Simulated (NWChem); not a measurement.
**One shape, several levels: NO2 (nitrogen dioxide)**

Aim: a comparison of 6 runs (UHF/3-21G, UB3LYP/6-31G*, UPBE/3-21G, UPBE/def2-SVP, UPBE0/cc-pVTZ, UMP2/cc-pVTZ) of NO2 (nitrogen dioxide). 

Program for the calculation: NWChem 7.3.0.

2 further runs of the same task are left out: 2 set aside as unsound or not needed. Runs told in other sessions of the task aren't counted.

## (1) Starting point

The species is NO2 (3 atoms), meant as a doublet with charge 0. SMILES: `[O]N=O`. Geometry: relaxed at PBE0-D4/def2-TZVP.

Bond lengths: O1–N2 1.183 Å, N2–O3 1.183 Å. Angles: O1–N2–O3 134.8°.

## (2) Energy and forces at UHF/3-21G (run 1)

Input file a.nw:

```
START a
memory 2200 mb
charge 0

GEOMETRY units angstroms noautosym nocenter noautoz
 O        0.209760      -1.082190       0.000620
 N       -0.265470      -0.009110      -0.145890
 O        0.055690       1.091300       0.145270
END

BASIS spherical bse
 * library 3-21G
END

SCF
 doublet
 uhf
 thresh 1e-08
 maxiter 80
 print low
END

TASK scf gradient
```

Run with:

```sh
nwchem a.nw > a.out
```

Log:

```text
[...]
  functions       =    27
[...]
  wavefunction    = UHF
[...]
         Total SCF energy =   -202.843143723864
      One electron energy =   -407.628312712417
      Two electron energy =    139.164602066011
 Nuclear repulsion energy =     65.620566922542
                       Sz =      0.5000
                 Sz(Sz+1) =      0.7500
                      S^2 =      0.9696
[...]
                         UHF ENERGY GRADIENTS
    atom               coordinates                        gradient
                 x          y          z           x          y          z
   1 O       0.396389  -2.045043   0.001172   -0.019400   0.052290  -0.005088
   2 N      -0.501666  -0.017215  -0.275692    0.030506  -0.001684   0.016478
   3 O       0.105239   2.062258   0.274520   -0.011106  -0.050606  -0.011390
 Task  times  cpu:        2.1s     wall:        2.1s
 Total times  cpu:        2.1s     wall:        2.1s
```

It took 2.7 s on 1 thread of Intel Xeon 6975P-C (Granite Rapids), shared host; peak memory 0.1 GiB.

## (3) Energy and gradient at UB3LYP/6-31G(d) (spherical functions) (run 2)

Input file no2.xyz:

```xyz
3

O      0.209760    -1.082190     0.000620
N     -0.265470    -0.009110    -0.145890
O      0.055690     1.091300     0.145270
```

Input file no2.nw:

```
start no2
memory total 2200 mb
charge 0

geometry noautosym nocenter noautoz
  load format xyz no2.xyz
end

basis spherical bse
  * library 6-31G*
end

dft
  xc b3lyp
  mult 2
  grid xfine
  convergence energy 1e-08
  iterations 100
  mulliken
  print low
end

task dft gradient
```

Run with:

```sh
nwchem no2.nw > no2.out
```

Log:

```text
[...]
 d= 0,ls=0.0,diis     1   -204.9224948081 -2.71D+02  1.72D-02  3.64D-01     0.9
[...]
 d= 0,ls=0.0,diis    10   -205.0669450720 -5.04D-10  1.94D-07  3.04D-10     7.7
[...]
         Total DFT energy =     -205.066945071976
      One electron energy =     -410.008966930916
           Coulomb energy =      163.292544187969
    Exchange-Corr. energy =      -23.971089251572
 Nuclear repulsion energy =       65.620566922542
[...]
      Total Density - Mulliken Population Analysis
     ---------------------------------------------
    Atom       Charge   Shell Charges
 -----------   ------   -------------------------------------------------------
    1 O    8     8.25   2.00  0.95  2.82  0.95  1.48  0.04
    2 N    7     6.51   2.00  0.86  2.34  0.50  0.67  0.14
    3 O    8     8.25   2.00  0.95  2.82  0.95  1.48  0.04
[...]
      <S2> =      0.7530 (Exact =     0.7500)
                         DFT ENERGY GRADIENTS
    atom               coordinates                        gradient
                 x          y          z           x          y          z
   1 O       0.396389  -2.045043   0.001172   -0.014605   0.031959  -0.004610
   2 N      -0.501666  -0.017215  -0.275692    0.024618   0.000839   0.013529
   3 O       0.105239   2.062258   0.274520   -0.010013  -0.032798  -0.008919
 Task  times  cpu:        9.0s     wall:        9.0s
 Total times  cpu:        9.0s     wall:        9.0s
```

Run time: 9.9 s. Hardware: 1 thread of Intel Xeon 6975P-C (Granite Rapids), shared host; peak memory 0.12 GiB.

Runs 3 to 5 aren't shown in full; the table further down has their settings and results.

## (4) Energy and gradient at UMP2/cc-pVTZ (run 6)

Input file run.py:

```python
from ase import Atoms
from ase.calculators.nwchem import NWChem

molecule = Atoms(['O', 'N', 'O'], positions=[
    [0.209760, -1.082190, 0.000620],
    [-0.265470, -0.009110, -0.145890],
    [0.055690, 1.091300, 0.145270],
])

calc = NWChem(
    label='no2',
    theory='mp2',
    memory='2200 mb',
    basis='cc-pVTZ',
    basispar='spherical bse',
    scf={'nopen': '1', 'uhf': None, 'thresh': '1e-08', 'maxiter': '80', 'print': 'low'},
    mp2={'freeze': 'core 3', 'tight': None},
)
molecule.calc = calc

forces = molecule.get_forces()
print(f"energy = {molecule.get_potential_energy():.6f} eV")
print("forces (eV/A):")
for s, f in zip(molecule.symbols, forces):
    print(f"{s:2s} {f[0]:10.5f} {f[1]:10.5f} {f[2]:10.5f}")
```

Run with:

```sh
export ASE_NWCHEM_COMMAND="nwchem PREFIX.nwi > PREFIX.nwo"
python run.py
```

Log:

```text
energy = -5572.307918 eV
forces (eV/A):
O     0.63527   -1.41040    0.19839
N    -1.06783   -0.03615   -0.58678
O     0.43256    1.44650    0.38839
```

The calculator wrote no2.nwi:

```
title "no2"

permanent_dir no2

scratch_dir no2

start no2

geometry units angstrom nocenter noautosym noautoz
  O  2.0976000000000000e-01 -1.0821900000000000e+00 6.2000000000000000e-04
  N  -2.6546999999999998e-01 -9.1100000000000000e-03 -1.4588999999999999e-01
  O  5.5690000000000003e-02 1.0912999999999999e+00 1.4527000000000001e-01
end

memory 2200 mb

basis spherical bse noprint
   * library cc-pVTZ
end

scf
  nopen 1
  uhf
  thresh 1e-08
  maxiter 80
  print low
end
mp2
  freeze core 3
  tight
end

task mp2 gradient
```

no2.nwo, shortened:

```text
[...]
      One electron energy =   -409.594965851518
[... 1 line left out ...]
 Nuclear repulsion energy =     65.620566922542
[... 107 lines left out ...]
                Dipole Moments (a.u.)
[... 101 lines left out ...]
 MP2 beta     natural orbital occupation numbers
[...]
                         mp2 ENERGY GRADIENTS
    atom               coordinates                        gradient
                 x          y          z           x          y          z
   1 O       0.396389  -2.045043   0.001172   -0.012354   0.027428  -0.003858
   2 N      -0.501666  -0.017215  -0.275692    0.020766   0.000703   0.011411
   3 O       0.105239   2.062258   0.274520   -0.008412  -0.028130  -0.007553
[...]
```

Run time: 85 s. Hardware: 1 thread of Intel Xeon 6975P-C (Granite Rapids), shared host; peak memory 0.27 GiB.

## (5) Overview of the runs

```tsv
run	level	iteration cap	module	energy (Eh)	⟨S²⟩	largest force (eV/Å)	wall time
1	UHF/3-21G	80	scf	-202.843144	0.970	2.880	2.7 s
2	UB3LYP/6-31G* (spherical functions)	100	dft	-205.066945	0.753	1.822	9.9 s
3	UPBE/3-21G	100	dft	-203.707473	0.751	6.013	4.2 s
4	UPBE/def2-SVP	100	dft	-204.735778	0.751	1.914	9.3 s
5	UPBE0/cc-pVTZ	100	dft	-204.942480	0.754	0.107	23 s
6	UMP2/cc-pVTZ	80	mp2	-204.778541	0.769	1.560	85 s
```

## (6) Summary of results

```
                                                      quantity          value
                                           run 6: total energy  -204.77854 Eh
run 6: dipole moment (of the density that the program reports)         0.21 D
            run 6: correlation energy (3 core orbitals frozen)     -665.8 mEh
                      run 6: ⟨S²⟩ of the reference determinant          0.769
                               run 6: largest force on an atom     1.560 eV/Å
```

Totals of different functionals can't be ranked against each other. Spin contamination of the reference: run 1 ⟨S²⟩ = 0.97. All runs together took 2.2 min, the longest 85 s.
